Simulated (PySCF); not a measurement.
# HB(OH) + Cl₂ → BCl₂ + H₂O

Level: PBE0 in the def2-TZVP basis family, all electrons, no relativity, computed in PySCF with density fitting; open shells unrestricted.

```csv
species,state and structure,E (Eh),ZPE (kJ/mol),H(298 K) − H(0) (kJ/mol),S° (J/(mol K))
HB(OH),"doublet, Cs, B–H 1.201 Å, B–O 1.333 Å, O–H 0.961 Å; B–O–H 114.7°, H–B–O 121.0°",-101.15798,62.9,10.4,231.5
Cl₂,"singlet, D∞h, Cl–Cl 1.982 Å",-920.08940,3.5,9.1,222.5
BCl₂,"doublet, C2v, B–Cl 1.720 Å (×2); Cl–B–Cl 125.5°",-944.95072,11.9,11.5,270.1
H₂O,"singlet, C2v, O–H 0.960 Å (×2); H–O–H 105.1°",-76.37736,56.5,9.9,188.7
```

(1) What is the electronic reaction energy?

(2) Add zero-point, thermal and entropy terms for 298.15 K and 1 bar.

## Answers

(1) At PBE0/def2-TZVP, ΔE = -211.9 kJ/mol from the differences of the total energies times 2625.5, downhill. 

(2) ΔZPE = 2.0 and Δ[H(298) − H(0)] = 1.9 kJ/mol give ΔH° = -208.0 kJ/mol. ΔS° = 4.8 J/(mol K), so ΔG° = -208.0 − 298.15 × (0.0048) = -209 kJ/mol.

Only the bonding shown was studied: isomers, or loss of a ligand pair, can lie lower.
